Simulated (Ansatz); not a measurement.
System: zinc-blende HgTe. Method: PBEsol in Ansatz (plane waves, PAW).

Settings: plane-wave cutoff 520 eV, 10×10×10 k mesh, Fermi–Dirac smearing 0.01 eV, scalar-relativistic PAW data made under PBE.

Computed points:

| V (Å³/atom) | E − E_lowest (meV/atom) | P (GPa) |
|---|---|---|
| 32.410 | 18.45 | 3.05 |
| 33.100 | 7.84 | 1.90 |
| 33.789 | 1.87 | 0.89 |
| 34.479 | 0.00 | -0.01 |
| 35.168 | 1.76 | -0.80 |
| 35.858 | 6.73 | -1.50 |
| 36.548 | 14.53 | -2.11 |

Problem. Estimate the bulk modulus from the pressures at 33.789 and 35.168 Å³/atom, and compare it with a fit to all energies.

Solution. B = −V dP/dV. Between V = 33.789 and 35.168 Å³/atom, dP/dV = (-0.80 − (0.89))/(35.168 − 33.789) = -1.23 GPa per Å³/atom; at the midpoint 34.478 Å³/atom this gives B ≈ 42.3 GPa. The third-order Birch–Murnaghan fit gives V0 = 34.475 Å³/atom, B0 = 42.1 GPa, B′ = 5.2, which lies within 1 % of that estimate.

Measured, for comparison: bulk modulus 42.3 GPa (temperature not stated, not corrected to a static lattice; as tabulated in Toher et al. (2017), arXiv:1611.05714); equilibrium volume per atom 33.70 Å³/atom (room temperature, not corrected to a static lattice; as tabulated in Cava et al. (2013), arXiv:1302.1059). Computed (rounded) less measured: bulk modulus -0.5 %, equilibrium volume per atom +2.3 %.

Spin–orbit coupling is not included; it can open a gap where bands touch, and shift volumes and moduli.

Static lattice: no zero-point or thermal effects.

Ansatz is an electronic-structure program.
